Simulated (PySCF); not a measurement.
## S: ionisation energy

S [Ne] 3s2 3p4 (3P) → S⁺ [Ne] 3s2 3p3 (4S), as a difference of total energies. All numbers are calculated (PySCF 2.14, scalar relativity by spin-free X2C-1e, in aug-cc-pCVQZ-DK (10s9p7d5f3g, 134 functions)). Correlated levels: valence: [Ne] frozen; valence and next inner shell: 1s2 frozen; nothing frozen. The calculations carry no spin-orbit coupling.

| method | ionisation energy (eV) | error (eV) |
| --- | --- | --- |
| UHF | 9.221 | -1.115 |
| LDA | 10.553 | +0.217 |
| PBE | 10.416 | +0.080 |
| PBE0 | 10.389 | +0.053 |
| r2SCAN | 10.363 | +0.027 |
| M06-2X | 10.430 | +0.094 |
| PBEsol | 10.359 | +0.023 |
| r2SCAN0 | 10.343 | +0.007 |
| MP2 (valence) | 10.090 | -0.246 |
| SCS-MP2 (valence) | 10.192 | -0.144 |
| MP2 (valence and next inner shell) | 10.101 | -0.235 |
| SCS-MP2 (valence and next inner shell) | 10.197 | -0.139 |
| MP2 (all electrons) | 10.102 | -0.234 |
| SCS-MP2 (all electrons) | 10.198 | -0.138 |

Reference: 10.336 eV (measured; NIST levels, between the centres of gravity of the two terms).
